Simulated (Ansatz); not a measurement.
**CH₃BSi: one structure at several levels**

The atoms stand at a frame of a short trajectory. How far do the functionals agree with CCSD(T) there?

Computed with Ansatz 0.2.0, Gaussian basis. Level: single points in def2-TZVPP.

Correlated methods freeze the cores.

## 1. The system as given

SMILES `BC#[SiH]`, 6 atoms, charge 0, spin multiplicity 1.

Atoms are counted from 1 here; the program's logs count them from 0.

Bond lengths: B1–C2 1.524 Å, B1–H4 1.254 Å, B1–H5 1.235 Å, C2–Si3 1.646 Å, Si3–H6 1.495 Å. Angles: C2–B1–H4 120.1°, C2–B1–H5 122.2°, H4–B1–H5 117.8°, B1–C2–Si3 148.7°, C2–Si3–H6 158.1°.

Coordinates:

```
B    -0.51192   -0.18153   -1.19138
C    -0.12714   -0.30176    0.27850
Si    0.71780    0.28354    1.56420
H    -1.34853   -0.97214   -1.68875
H    -0.02785    0.68296   -1.92896
H     1.23300    0.36337    2.96580
```

## 2. PBE-D4/def2-TZVPP

File run/in.yaml:

```yaml
crystal:
  periodic: [false, false, false]
  atoms:
    - {symbol: B, position_ang: [-0.511915, -0.181527, -1.191382]}
    - {symbol: C, position_ang: [-0.127136, -0.301760, 0.278501]}
    - {symbol: Si, position_ang: [0.717802, 0.283539, 1.564196]}
    - {symbol: H, position_ang: [-1.348528, -0.972142, -1.688752]}
    - {symbol: H, position_ang: [-0.027846, 0.682957, -1.928962]}
    - {symbol: H, position_ang: [1.233003, 0.363368, 2.965798]}
basis:
  gaussian: {orbitals: def2-TZVPP}
hamiltonian: {xc: pbe, dispersion: d4}
output: {forces: true}
```

On the command line:

```bash
$ ansatz run in.yaml --threads 2 --pin off --events-out ev --progress --plain --max-ram 3481MiB
```

## 3. r2SCAN-D4/def2-TZVPP

run/in.yaml: that of step 2 with these lines changed.

```diff
@@ -11,3 +11,3 @@
   gaussian: {orbitals: def2-TZVPP}
-hamiltonian: {xc: pbe, dispersion: d4}
+hamiltonian: {xc: r2scan, dispersion: d4}
 output: {forces: true}
```

## 4. PBE0-D4/def2-TZVPP

run/in.yaml: that of step 3 with these lines changed.

```diff
@@ -11,3 +11,3 @@
   gaussian: {orbitals: def2-TZVPP}
-hamiltonian: {xc: r2scan, dispersion: d4}
-output: {forces: true}
+hamiltonian: {xc: pbe0, dispersion: d4}
+output: {forces: true, orbitals: {seedname: orbitals}}
```

## 5. wB97M-V/def2-TZVPP

run/in.yaml: that of step 4 with these lines changed.

```diff
@@ -11,3 +11,3 @@
   gaussian: {orbitals: def2-TZVPP}
-hamiltonian: {xc: pbe0, dispersion: d4}
-output: {forces: true, orbitals: {seedname: orbitals}}
+hamiltonian: {xc: {name: wB97M-V}}
+output: {forces: true}
```

## 6. CCSD(T)/def2-TZVPP

run/in.yaml: that of step 5 with these lines changed.

```diff
@@ -11,3 +11,3 @@
   gaussian: {orbitals: def2-TZVPP}
-hamiltonian: {xc: {name: wB97M-V}}
+correlation: {method: ccsd_t}
 output: {forces: true}
```

(Steps that only read results are left out.)

Q: Predict the outcome of this session. Wanted: energy less free atoms, CCSD(T)/def2-TZVPP; RMS force component; RMS force error; HOMO and LUMO, PBE0-D4; T1 diagnostic.

The runs gave:

| quantity | value |
| --- | --- |
| energy less free atoms, CCSD(T)/def2-TZVPP | -19.421 eV |
| RMS force component | 0.454 to 0.506 eV/Å over the methods |
| RMS force error | PBE-D4 0.273, r2SCAN-D4 0.246, PBE0-D4 0.285, wB97M-V 0.340 eV/Å |
| HOMO and LUMO, PBE0-D4 | -6.75 and -2.54 eV |
| T1 diagnostic | 0.029 |

Against CCSD(T) the functionals' energies less atoms differ by -1.166 to -0.478 eV, PBE-D4 by -1.166 eV. The reference is not at the basis limit: in triple zeta CCSD(T) underbinds, which counts against methods that bind more; the gaps are no ranking. On forces the order runs from r2SCAN-D4 to wB97M-V. Frozen-core CCSD(T) forces in triple zeta carry basis errors of their own, and this is one geometry, so small gaps rank nothing. The T1 diagnostic is large here, over the usual mark for main-group molecules (transition-metal compounds often pass it harmlessly), so CCSD(T) itself may be off. The restricted Hartree–Fock reference is unstable towards an unrestricted one at one or more of these structures.
